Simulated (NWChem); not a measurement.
# Correlation energy of Cl

```xyz
1

Cl     0.0000     0.0000     0.0000
```
Charge 0, spin multiplicity 2.

The numbers come from NWChem runs, not from measurements.

Basis set: cc-pVDZ. Each correlation energy counts from its own Hartree-Fock reference.

The correlated methods keep 5 core orbitals frozen. The stability of the SCF solutions was not checked. Open-shell Hartree-Fock references start from PBE0 orbitals. No row is a measurement; the coupled-cluster row has its own basis-set and correlation limits.

| method | correlation energy (mHa) |
|---|---|
| CCSDT on ROHF | ? |
| URI-MP2 | -109.8 |
| SCS-UMP2 | ? |
| CCSD on ROHF | ? |
| CCSD[T] on ROHF | -131.7 |
| CCSD(T) on UHF | -127.7 |
| CCSD on UHF | ? |
| CCSD[T] on UHF | -127.8 |
| UMP2 | -109.8 |
| CCSD(T) on ROHF | -131.7 |

Problem. Complete the blanks.

Solution. 
- CCSDT on ROHF, correlation energy (mHa): -131.9
- SCS-UMP2, correlation energy (mHa): -107.8
- CCSD on ROHF, correlation energy (mHa): -130.5
- CCSD on UHF, correlation energy (mHa): -126.6
